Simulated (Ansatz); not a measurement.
## Ansatz (development build ahead of 0.2.0) run

```yaml
crystal:
  periodic: [false, false, false]
  atoms:
    - { symbol: C, position_ang: [0.02164, 0.03478, -0.43306] }
    - { symbol: O, position_ang: [0.0375, 0.01483, 0.5857] }
    - { symbol: H, position_ang: [-0.01691, -0.82068, -0.99062] }
    - { symbol: H, position_ang: [-0.02053, 0.76842, -0.94169] }
basis:
  gaussian: { orbitals: "6-31G" }
hamiltonian:
  xc: hf
```

The input is written out in the form of the current development build from the run's settings.

Results

```
Converged                       : yes
Total energy                    : -113.66946 hartree
Spin squared of the determinant : 0.000
```

Caution: no unrestricted run beside it, a lower state can exist.
